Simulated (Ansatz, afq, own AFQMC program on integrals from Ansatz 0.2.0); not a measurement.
GeH₄O, singlet: AFQMC among the cluster methods

```xyz
6

Ge    0.0000   -0.0117    0.3156
O     0.0000    0.1053   -1.4637
H     1.2597   -0.7601    0.7931
H     0.0000    1.4437    0.7905
H    -1.2597   -0.7601    0.7931
H     0.0000   -0.7538   -1.8904
```

Connectivity, by distances: GeH3–OH.

Basis 6-31G. Only valence electrons are correlated. Ansatz 0.2.0 and our own AFQMC program on the same integrals; the CISD trial comes from CCSD amplitudes, and released means the phaseless constraint is let go. Free AFQMC starts from the CCSD state and is never constrained. Its projection time is finite, and what remains of the start isn't in its error. ± is one standard error of the sampling. No spin–orbit coupling.

Determinant: RHF, the one that the program's search chose, which needn't be the lowest solution. The geometry is a point of a scan.

No full CI on the walks' own integrals is used here. The released AFQMC energy serves as the reference, which it does only where one determinant dominates, the energy is flat over the last release times and near the phaseless one (40 meV or 2 meV an electron, half that with transition metals). On small molecules, where full CI could be run and the noise was under 10 meV, such values lay within 10 meV of it in 19 cases of 20, a flattering rate, since the rule was set on those same cases; what remains of the bias isn't in the error bar.

Cautions: no relativity below Rb; no spin-orbit coupling; inner d shell frozen; the released value is read at 2.40 1/Eh with a noise of 16 meV, more than in the cases checked (meV from the phaseless value at times in 1/Eh: 0 ± 10 at 0.24, -26 ± 13 at 0.51, -27 ± 10 at 0.99, -17 ± 10 at 1.62, -10 ± 16 at 2.40).

* T1 diagnostic: 0.0118
* weight of the determinant in the CISD state: 0.912
* size of the correlated space: 14 electrons in 31 orbitals

Reference: AFQMC with the constraint released, correlation energy -5.634 ± 0.016 eV.

| level | E − E(reference) (kJ/mol) | share of correlation (%) |
| --- | --- | --- |
| HF | 543.6 ± 1.5 | 0.00 |
| MP2 | 59.5 ± 1.5 | 89.06 |
| CCSD | 8.8 ± 1.5 | 98.38 |
| CCSD(T) | 1.0 ± 1.5 | 99.82 |
| ph-AFQMC/HF | -2.3 ± 5.3 | 100.43 |
| ph-AFQMC/CISD | 1.0 ± 1.8 | 99.82 |
| free AFQMC | -1.0 ± 1.9 | 100.18 |

Free projections are given only where their last times agree within the noise and don't stop above the reference; a slow remainder of the start can still hide under it. A walk keeps the symmetry of its determinant, which the program's search chose and which needn't be the lowest solution, so a lower state of the same spin and another symmetry isn't excluded. Released energies are given only where the last usable release times agree within the noise; a slower fall can still hide under it.
